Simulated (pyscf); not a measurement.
Structures and frequencies: ωB97X-D3(BJ)/def2-SVP in PySCF. MP2 and CC: frozen core, UHF for open shells. ΔMP2 is the change of the MP2 total energy from the triple- to the quadruple-zeta basis.

**Question.** Estimate by transition-state theory (the high-pressure limit) the rate constant of `[O]=[SnH][F]` → `[O]=[Sn]` [singlet] + `[FH]` (singlet surface; F–Sn, H–Sn broken, F–H formed) at 1200 K, with CCSD(T)/def2-TZVPP + ΔMP2(QZVPP) energies (ideal gas, 1 atm, RRHO with modes under 100 cm⁻¹ raised to 100, one conformer, R ln 2 for rigid chiral ones; no tunnelling).

**Answer.** The electronic barrier is 32.5 kcal/mol and the thermal terms add -0.1, so ΔG‡ = 32.3 kcal/mol. With k_BT/h = 2.50e+13 s⁻¹ and RT = 2.385 kcal/mol, k = 3.2e+07 s⁻¹; so small a molecule is far into fall-off at 1 atm, where the true rate is lower. Wigner's tunnelling factor for 1312i cm⁻¹ would be 1.10. A shift of 1 kcal/mol in the barrier changes k by a factor 1.5. O=SnH–F lies 72.4 kcal/mol over its isomer HO–Sn:–F [singlet], and others may lie lower still (electronic energy, ωB97M-D3(BJ)). One saddle was located; it need not be the lowest between these sides. The CCSD(T) − MP2 part came from Ansatz, without density fitting, on the same reference. The frozen core leaves the outer d or s,p core shells of the metals and heavy elements correlated in the MP2 and CC values, and def2-TZVPP describes them poorly, which can shift differences by a few kcal/mol. Elements past Kr carry the def2 core potentials, without spin-orbit coupling.
